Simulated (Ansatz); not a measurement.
## Match the barriers

Saddle point of CH$_{10}$Si$_{2}$, closed shell (Si₂H₆ ([SiH3][SiH3]) + CH₄ → CH₈Si₂ ([CH3][SiH2][SiH3]) + H₂; bonds formed: Si1–C7, H2–H6; bonds broken: Si1–H2, H6–C7), PBE0-D4/def2-TZVP structure:

```
13
angstrom
Si -0.7444 0.0299 0.3029
H -0.1690 -1.5457 -0.1561
H -2.0399 -0.6307 0.6127
H -1.1490 1.4982 0.2294
Si 1.0310 -0.0593 1.8166
H -0.1940 -0.7860 -1.0211
C -0.2931 0.3108 -1.7981
H 2.2885 0.0099 1.0193
H 1.0147 -1.3481 2.5566
H 1.0345 1.0723 2.7857
H 0.0660 -0.3622 -2.5890
H 0.4279 1.1186 -1.6755
H -1.2732 0.6923 -2.0833
```

Ansatz 0.2.0; basis: def2-TZVPP, with def2-QZVPP for the basis limit; cores frozen in the correlated methods. Extrapolation: Hartree–Fock as exp(−7.88 √X), correlation as X^−2.97. Four methods, as single points on the PBE0-D4 structures, gave these electronic barriers from the start structure: 70.47, 74.39, 80.40, 99.50 kcal/mol.

**Question.** The methods were, in alphabetical order, HF, MP2, PBE-D4, r2SCAN-D4. Which gave which? (A judgement: the text doesn't fix the answer.)

**Answer.** The calculation gives: PBE-D4 70.47; r2SCAN-D4 74.39; MP2 80.40; HF 99.50 kcal/mol. For comparison, CCSD(T) at an estimated basis limit (MP2 extrapolated from triple and quadruple zeta, plus CCSD(T) − MP2 in triple zeta) gives 80.40 kcal/mol.

T1 diagnostic: at most 0.013.

Labels in which every atom is bracketed show which atoms are joined, not bond orders.

For scale, one of the runs: CCSD(T)/def2-TZVPP, 255 basis functions, launched by `ansatz run in.yaml --threads 4 --pin off --events-out ev --progress --plain --max-ram 9574MiB`. Hardware: 4 CPU threads of an Intel Xeon, shared host. Wall time 110 s; peak host memory 5.3 GiB.
